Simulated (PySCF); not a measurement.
Level of theory: PySCF with TPSSh-D3(BJ)/def2-TZVP // PBE-D3(BJ)/def2-SVP. Isolated molecules, 0 K electronic values unless said otherwise. 

Reference species (SMILES): `[SH]` (neutral, multiplicity 2).

```json
{
  "dipole_moment": "0.88 D"
}
```

Changed species: `[NH2]` (free radical NH2; the reference has free radical SH).

Task: Predict the effect on the dipole moment.

Result: the dipole moment rises by 1.05 D, to 1.93 D.
